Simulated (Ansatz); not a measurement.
fcc Ir was calculated with PBE+SOC in Ansatz (PAW).

Run with plane-wave cutoff 520 eV, 30×30×30 k mesh, Fermi–Dirac smearing 0.066 eV (set by the program), PAW data made under PBE.

Cell (relaxed at this level):

```cif
data_Ir
_chemical_formula_sum 'Ir1'
_space_group_name_H-M_alt 'P 1'
_space_group_IT_number 1
_cell_length_a 2.73886
_cell_length_b 2.73886
_cell_length_c 2.73886
_cell_angle_alpha 60.000
_cell_angle_beta 60.000
_cell_angle_gamma 60.000
loop_
_space_group_symop_operation_xyz
  'x, y, z'
loop_
_atom_site_label
_atom_site_type_symbol
_atom_site_fract_x
_atom_site_fract_y
_atom_site_fract_z
_atom_site_occupancy
Ir1 Ir 0.00000 0.00000 0.00000 1
```

Q: What does this level give for the Poisson ratio, elastic constant C44, elastic constant C11, Young modulus and elastic constant C12?

A: 
* **Poisson ratio**: 0.239
* **elastic constant C44**: 248 GPa
* **elastic constant C11**: 572 GPa
* **Young modulus**: 533 GPa
* **elastic constant C12**: 225 GPa

Measured, for comparison: elastic constant C44 262 GPa, elastic constant C11 590 GPa, elastic constant C12 249 GPa (temperature not stated, no zero-point or thermal correction; as tabulated in Mehl and Papaconstantopoulos (1996), arXiv:mtrl-th/9602003). Computed (rounded) less measured: elastic constant C44 -5 %, elastic constant C11 -3 %, elastic constant C12 -10 %.

Elastic constants are with the ions relaxed.

Computed values are for the static lattice.

Cost on a shared machine: about 15 core-minutes (a rough figure).

Ansatz is an electronic-structure program.
